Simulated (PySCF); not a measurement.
## Working with the constants of BC

PBE0 constants of BC, ⁴Σ⁻ (quartet), unpaired electrons σ ↑, π ↑↑ (PySCF, no relativity, basis sets B def2-TZVP, C def2-TZVP; masses 11.0093 and 12.0000 u):

* ωe: 1210.9 cm⁻¹
* ωexe: 12.5 cm⁻¹
* Be: 1.343 cm⁻¹
* αe: 0.0178 cm⁻¹
* D (centrifugal): 6.61e-06 cm⁻¹
* De to B + C: 4.71 eV

Give the vibrational terms G(v) and spacings up to v = 6.

G(v) = ωe(v+½) − ωexe(v+½)².

```tsv
v	G(v) (cm⁻¹)	G(v) − G(v−1)	Bv (cm⁻¹)
0	602		1.334
1	1788	1186	1.316
2	2949	1161	1.298
3	4085	1136	1.281
4	5196	1111	1.263
5	6282	1086	1.245
6	7343	1061	1.227
```

How well does the Morse estimate ωe²/(4ωexe) reproduce De, and what is D0?

It gives 3.64 eV, 77 % of the computed De. D0 = De − G(0) = 4.71 − 0.07 = 4.64 eV.

The state was picked by a PBE0 search and need not be the measured ground state.
